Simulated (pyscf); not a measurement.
**Routes from H₃Si–SeH (SMILES [SiH3][SeH]) + HCl (SMILES Cl)**

Candidate steps break at most two bonds and form at most two. Each was searched with GFN2-xTB (tblite) first. Single points on ωB97X-D3(BJ)/def2-SVP structures (PySCF, gas phase). Energies: ωB97M-D3(BJ)/def2-TZVP, kcal/mol, from the separated reactants, singlet surface; ΔG‡ with ideal gas, 1 atm, RRHO with modes under 100 cm⁻¹ raised to 100, one conformer, R ln 2 for chiral ones without a mode under 150 cm⁻¹.

```tsv
products	type	ΔE‡	ΔE	ΔG‡ 298 K	ΔG‡ 900 K	ν‡ (cm⁻¹)
H₂Se + H₃Si–Cl	four-centre exchange	29.3	-9.0	38.8	58.7	513i
Cl–SiH₂–SeH + H₂	four-centre exchange	33.9	-18.5	43.7	64.1	881i
```

Row 1: On the reactant side the descent ends in a complex, 4.4 kcal/mol under the separated species and 31.7 kcal/mol under the saddle at ωB97X-D3(BJ)/def2-TZVP. 

Plain bond fissions and candidates not yet searched are not listed, and one of them may be faster. Each barrier is that of the saddle found; lower ones may exist. Elements up to Kr have no core potential and no relativistic terms here.
